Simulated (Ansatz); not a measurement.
# MP2/STO-3G run of BH5S (B(H2S)H3)

What is the vertical electron affinity of BH5S (B(H2S)H3) at MP2/STO-3G? 

The results are computed with Ansatz 0.2.0.

43 further runs of the same task are left out: 43 set aside as unsound or not needed.

## (1) The structure to begin with

BH5S: 7 atoms, total charge 0, spin state singlet. SMILES: `[H]B([H])([H])<-S`. Geometry: relaxed at GFN2-xTB.

Bond lengths: B1–S2 2.040 Å, S2–H3 1.336 Å, S2–H4 1.337 Å, B1–H5 1.181 Å, B1–H6 1.184 Å, B1–H7 1.181 Å. Angles: B1–S2–H3 98.0°, B1–S2–H4 98.0°, S2–B1–H5 102.5°, S2–B1–H6 103.4°, S2–B1–H7 102.5°, H3–S2–H4 92.0°, H5–B1–H6 115.4°, H5–B1–H7 114.9°, H6–B1–H7 115.4°.

## (2) The energy at MP2/STO-3G

The input, molecule.yaml:

```yaml
crystal:
  periodic: [false, false, false]
  atoms:
    - {symbol: B, position_ang: [0.127630, -0.217240, -0.817090]}
    - {symbol: S, position_ang: [0.134050, -0.231310, 1.222430]}
    - {symbol: H, position_ang: [0.506250, 1.037510, 1.415020]}
    - {symbol: H, position_ang: [-1.154430, 0.067690, 1.414850]}
    - {symbol: H, position_ang: [1.280190, -0.216980, -1.075620]}
    - {symbol: H, position_ang: [-0.453000, 0.779570, -1.081760]}
    - {symbol: H, position_ang: [-0.440700, -1.219250, -1.077830]}
basis:
  gaussian: {orbitals: STO-3G}
correlation: {method: mp2, frozen_orbitals: {B: 1, H: 0, S: 5}}
accuracy: high
```

On the command line:

```sh
$ ansatz run molecule.yaml --threads 1 --pin off --max-ram 2610MiB --events-out events.jsonl --progress --plain --runs-dir runs
```

Log:

```text
Warning: RAYON_NUM_THREADS=1 ignored (pool sized by the plan → 1); use --threads N
Functional definition: HF
  name "HF"
  exchange = exact_x
  correlation = 0
329 factors; integrals over basis functions are off by at most 8.7e-9 eV
mean field evaluation 1: about -11439.4548 eV, gradient 1.3e1 eV
mean field evaluation 2: about -11439.5078 eV, gradient 1.3e1 eV
mean field evaluation 4: about -11440.3430 eV, gradient 2.9e-1 eV
mean field evaluation 8: about -11440.3429 eV, gradient 1.2e-6 eV
mean field -11440.34286568 eV, -420.4248457708 hartree, gradient 6.2e-9 eV, S^2 0.000000; 0 other end points of the search recorded, 0 dependent functions left out
6 core orbitals not correlated: weight in the atoms' cores, before any rotation towards them, 1.000 or more for the frozen orbitals, at most 0.000 for the correlated occupied ones
reference -11440.34286568 eV, -420.4248457708 hartree; 7, 7 occupied and 6, 6 virtual orbitals, 329 factors
second order -2.00781740 eV of doubles, -0.00000000 eV of singles
Total energy: -11442.35068307 eV, -420.4986316991 hartree
```

It took 0.1 s on 1 thread of Arm Neoverse V2, shared host.

## (3) The doublet anion

The input, job.yaml:

```yaml
crystal:
  periodic: [false, false, false]
  atoms:
    - {symbol: B, position_ang: [0.127630, -0.217240, -0.817090]}
    - {symbol: S, position_ang: [0.134050, -0.231310, 1.222430]}
    - {symbol: H, position_ang: [0.506250, 1.037510, 1.415020]}
    - {symbol: H, position_ang: [-1.154430, 0.067690, 1.414850]}
    - {symbol: H, position_ang: [1.280190, -0.216980, -1.075620]}
    - {symbol: H, position_ang: [-0.453000, 0.779570, -1.081760]}
    - {symbol: H, position_ang: [-0.440700, -1.219250, -1.077830]}
basis:
  gaussian:
    orbitals: STO-3G
total_charge: -1
magnetization:
  spin_polarized: true
  initial_magnetization: 1
correlation:
  method: mp2
  frozen_orbitals: {B: 1, H: 0, S: 5}
accuracy: high
```

On the command line:

```sh
$ ansatz run job.yaml --threads 1 --pin off --max-ram 2610MiB --events-out events.jsonl --progress --plain --runs-dir runs
```

Log:

```text
Warning: RAYON_NUM_THREADS=1 ignored (pool sized by the plan → 1); use --threads N
[... 4 set-up lines as earlier in the session ...]
329 factors; integrals over basis functions are off by at most 8.7e-9 eV
mean field evaluation 1: about -11430.0118 eV, gradient 8.5e0 eV
mean field evaluation 2: about -11430.1290 eV, gradient 8.5e0 eV
mean field evaluation 4: about -11430.8715 eV, gradient 7.4e-1 eV
mean field evaluation 8: about -11430.8824 eV, gradient 1.0e-2 eV
mean field evaluation 16: about -11430.8797 eV, gradient 1.3e-1 eV
mean field -11430.88235997 eV, -420.0771785987 hartree, gradient 8.8e-8 eV, S^2 0.773101; 2 other end points of the search recorded, 0 dependent functions left out
6 core orbitals not correlated: weight in the atoms' cores, before any rotation towards them, 1.000 or more for the frozen orbitals, at most 0.000 for the correlated occupied ones
reference -11430.88235997 eV, -420.0771785987 hartree; 8, 7 occupied and 5, 6 virtual orbitals, 329 factors
second order -1.81004286 eV of doubles, -0.00000000 eV of singles
Total energy: -11432.69240283 eV, -420.1436964468 hartree
```

Wall time 0.12 s (1 thread of Arm Neoverse V2, shared host).

## (4) What came out

Level: MP2/STO-3G, 6 core orbitals frozen.

```
                                                  quantity          value
                                singlet BH5S: total energy  -420.49863 Eh
 singlet BH5S: correlation energy (6 core orbitals frozen)      -73.8 mEh
                               doublet anion: total energy  -420.14370 Eh
doublet anion: correlation energy (6 core orbitals frozen)      -66.5 mEh
          doublet anion: ⟨S²⟩ of the reference determinant          0.773
         vertical electron affinity (to the doublet anion)      -9.658 eV
```

**Reading.** The anion lies 9.66 eV (932 kJ/mol) above the neutral: the electron isn't bound at this level, and such a value depends on the basis. Without diffuse functions anions come out too high. In a minimal basis such a difference can be off by several eV, whatever the method.
